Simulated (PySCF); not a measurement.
```xyz
3
charge 1 multiplicity 1, angstrom
Cl    0.0000    0.0000    0.0000
Li    0.0000    0.0000    2.1315
Li    0.0000    0.0000   -2.1315
```

Method: PBE0/[Cl def2-TZVP, Li def2-TZVP], no relativity, density fitting, PySCF.

This geometry of Li₂Cl⁺ is a stationary point at this level.

Problem. What is the point group?

Solution. D∞h.

Problem. Is it a minimum?

Solution. Yes: all harmonic wavenumbers are real, though the softest, 34 cm⁻¹, leaves little margin.

Problem. List the harmonic modes with their infrared intensities.

Solution. 
| symmetry | ω (cm⁻¹) | IR (km/mol, summed over degenerate members) |
| --- | --- | --- |
| πu | 34 | 335 |
| σg+ | 474 | 0.0 |
| σu+ | 525 | 350 |

Problem. What are the dipole moment and the gap between the highest occupied and lowest empty levels?

Solution. 0.00 D about the centre of mass and 8.08 eV.

In D∞h the vibrations span πu + σg+ + σu+. The σg+ mode carries no infrared intensity, as symmetry demands. With a centre of inversion only u modes can be infrared active and only g modes Raman active.

This need not be the most stable arrangement of these atoms.
